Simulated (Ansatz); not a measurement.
## C2H3F (SMILES C=CF): entropy by statistical mechanics

A singlet with charge 0, relaxed at HF/cc-pVTZ (Ansatz 0.2.0):

```xyz
6

C    -0.5306    0.0758   -0.4383
C     0.4869   -0.0183    0.3743
F     0.9581   -1.1801    0.7886
H    -1.0346   -0.7947   -0.8096
H    -0.8712    1.0444   -0.7422
H     1.0334    0.8088    0.7809
```

Harmonic wavenumbers in cm⁻¹: 527, 802, 1024, 1027, 1083, 1279, 1442, 1537, 1858, 3308, 3365, 3403.

Masses in u: C 12.011, F 18.998, H 1.008. Take T = 298.15 K, p = 1 bar, R = 8.3145 J/(mol K), kT/hc = 207.22 cm⁻¹, rigid rotor and harmonic oscillator.

**Question.** Work out S° at 298 K.

**Answer.** 
1. Translation (Sackur–Tetrode): S = R[3/2 ln M + 5/2 ln T − 1.1517] with M = 46.044 gives 156.6 J/(mol K).
2. Rotation: principal moments 7.485, 46.345, 53.829 u Å² give A, B, C = 2.2523, 0.3637, 0.3132 cm⁻¹; the symmetry number is σ = 1; q = (√π/σ)√((kT/hc)³/ABC) = 10438; S = R(ln q + 3/2) = 89.4.
3. Vibration: with u = ν̃/207.22, each mode gives R[u/(eᵘ − 1) − ln(1 − e⁻ᵘ)]; the sum is 4.6, most from 527 cm⁻¹ (2.5), 802 cm⁻¹ (0.9), 1024 cm⁻¹ (0.4).
4. Electronic: R ln 1 = 0.0, from the spin multiplicity alone.
5. Sum: 156.6 + 89.4 + 4.6 + 0.0 = 250.6 J/(mol K).

No measured value is set beside it here.
